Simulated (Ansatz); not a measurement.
BaTiO3: computed properties

Theory: DFT r2SCAN, scalar-relativistic, plane waves, PAW (Ansatz 0.2.0).

Settings: cutoff 500 eV, Γ-centred mesh 8×8×8 on the computed 5-atom cell, Gaussian smearing of 0.02 eV; no spin polarisation.

The structure is relaxed at this level of theory with its symmetry kept. Whether it is the stable form of this composition wasn't checked.

Symmetry: Pm-3m, No. 221, cubic system. Conventional cell: a = 3.994 Å, b = 3.994 Å, c = 3.994 Å, α = 90.00°, β = 90.00°, γ = 90.00°. Ba (site symmetry m-3m) is surrounded by 12 O at 2.82 Å. Around Ti (site symmetry m-3m) lie 6 O at 2.00 Å. O (site symmetry 4/mmm) has 2 Ti at 2.00 Å as nearest neighbours.

```
Volume per atom                                                                                                                             : 12.74 Å³
Formation energy from the elements' standard states (uncorrected)                                                                           : -3.403 eV/atom
Generalised Kohn–Sham band gap                                                                                                              : 2.17 eV, indirect from R to Γ
Löwdin character of the top 1 eV of the valence band                                                                                        : O 2p 93 %
Löwdin character of the lowest 1 eV of the conduction band                                                                                  : Ti 3d 88 %, O 2p 10 %
Electron masses at the edge by Cartesian direction of the standard setting (m_e; degenerate bands sorted by energy; no spin-orbit coupling) : x: 8.0, 0.43, 0.43; y: 8.0, 0.43, 0.43; z: 8.0, 0.43, 0.43
Hole masses at the edge by Cartesian direction of the standard setting (m_e; degenerate bands sorted by energy; no spin-orbit coupling)     : x: 19, 0.81, 0.81; y: 19, 0.81, 0.81; z: 19, 0.81, 0.81
Bulk modulus                                                                                                                                : 181 GPa
Its pressure derivative                                                                                                                     : 4.4
Electronic dielectric constant xx, yy, zz of the standard setting (independent particles)                                                   : 6.0, 6.0, 6.0
Bader charges (e)                                                                                                                           : Ba (1 in the cell) 1.57, Ti (1 in the cell) 2.32, O (3 in the cell) -1.30
```

Spin-orbit coupling is left out, which matters for the bands of heavy elements.

A ferromagnetic start lost its moments in a first run, so spin was left out; other magnetic orders weren't tried.

Symmetry holds off the tilts and polar distortions that many cubic perovskites undergo.

Cost: 12 runs of about 2.4 core-minutes in all, on Intel Xeon 6975P-C (Granite Rapids) (shared hosts).